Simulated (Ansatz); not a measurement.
A calculation with Ansatz (development build ahead of 0.2.0).

```yaml
crystal:
  periodic: [false, false, false]
  atoms:
    - { symbol: Si, position_ang: [0.0, 0.0, 0.0] }
    - { symbol: Si, position_ang: [0.0, 0.0, 2.886] }
    - { symbol: Si, position_ang: [0.0, 0.0, 5.772] }
basis:
  gaussian: { orbitals: STO-3G }
magnetization:
  spin_polarized: true
  initial_magnetization: 2
hamiltonian:
  xc: hf
```

The input is written out in the form of the current development build from the run's settings.

The run gave:

| Property | Result |
| --- | --- |
| Converged | yes |
| Total energy | -856.44208 hartree |
| Spin squared of the determinant | 3.565 |
| Stability test | minimum |

Caution: the unrestricted determinant is a mixture of spin states; other spin multiplicities may lie lower.
